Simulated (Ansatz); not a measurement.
The input, for Ansatz 0.2.0:

```yaml
crystal:
  periodic: [false, false, false]
  atoms:
    - {symbol: Mo, position_ang: [0.000000, 0.000000, 0.000000]}
    - {symbol: S, position_ang: [0.000000, 0.000000, 2.024800]}
basis:
  gaussian: {orbitals: def2-SVP}
total_charge: 1
magnetization: {spin_polarized: true, initial_magnetization: 1}
correlation: {method: ccsdt_q, electrons: outside_noble_gas}
```

```sh
$ ansatz run in.yaml --threads 1 --pin off --events-out ev --progress --plain --max-ram 2393MiB
```

Output:

```
818 factors; integrals over basis functions are off by at most 1.8e-7 eV
mean field evaluation 1: about -12637.2161 eV, gradient 2.5e1 eV
mean field evaluation 2: about -12637.3465 eV, gradient 2.5e1 eV
mean field evaluation 4: about -12640.6670 eV, gradient 3.1e0 eV
mean field evaluation 8: about -12640.9215 eV, gradient 9.8e-1 eV
mean field evaluation 16: about -12641.7369 eV, gradient 4.9e-2 eV
mean field evaluation 32: about -12643.1819 eV, gradient 3.4e-6 eV
mean field evaluation 64: about -12641.7370 eV, gradient 4.3e-4 eV
mean field evaluation 96: about -12641.7466 eV, gradient 5.5e-1 eV
mean field evaluation 128: about -12643.1733 eV, gradient 2.6e-1 eV
mean field evaluation 160: about -12641.7370 eV, gradient 1.6e-4 eV
...
cycle  41  -8.20258360 eV  change   -4.2e-6 eV  update   2.5e-6
cycle  42  -8.20258992 eV  change   -6.3e-6 eV  update   2.2e-6
cycle  43  -8.20259812 eV  change   -8.2e-6 eV  update   1.9e-6
cycle  44  -8.20260756 eV  change   -9.4e-6 eV  update   1.5e-6
cycle  45  -8.20261604 eV  change   -8.5e-6 eV  update   1.2e-6
cycle  46  -8.20261834 eV  change   -2.3e-6 eV  update   7.8e-7
cycle  47  -8.20262031 eV  change   -2.0e-6 eV  update   6.4e-7
cycle  48  -8.20262043 eV  change   -1.2e-7 eV  update   5.1e-7
cycle  49  -8.20262099 eV  change   -5.5e-7 eV  update   4.3e-7
cycle  50  -8.20261998 eV  change    1.0e-6 eV  update   3.3e-7
perturbative correction -0.14015300 eV, -0.0051505276 hartree
WARN: the results are in doubt because among natural orbitals full CI differs from the method by +1.618 eV
Total energy: -12651.52468549 eV, -464.9349566802 hartree
In doubt: among natural orbitals full CI differs from the method by +1.618 eV
```

Ran on 1 thread of AMD EPYC, shared host: 7 min wall, 0.42 GiB peak host memory.
